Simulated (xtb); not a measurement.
difluoromethane (CH2F2), SMILES FCF. All values are semi-empirical tight-binding results from xtb (GFN2-xTB unless named), good for trends rather than for accurate numbers. The structure is a stationary point at GFN2-xTB.

### Question
Estimate the properties. (The exact figures need the calculation; the answer reports its results.)

### Answer

- point group as xtb finds it = C2v
- orbital gap = 14.70 eV
- dipole moment = 2.49 D
- zero-point energy = 19.2 kcal/mol
- G − E(el) at 298.15 K (modified RRHO) = 4.2 kcal/mol
- static polarisability (D4 model) = 19.1 bohr³
- solvation energy, GFN2-xTB/ALPB(water) = -2.3 kcal/mol
- solvation energy, GFN2-xTB/ALPB(octanol) = -2.0 kcal/mol

Computed IR lines (harmonic; lines under 4 % of the strongest left out, lines within 3 cm⁻¹ merged):
ν (cm⁻¹): 479 (w), 1061 (vs), 1074 (m), 1306 (w), 2920 (w), 2923 (w) (against the strongest line: vs over 80 %, s over 45 %, m over 15 %, w over 4 %, vw less)
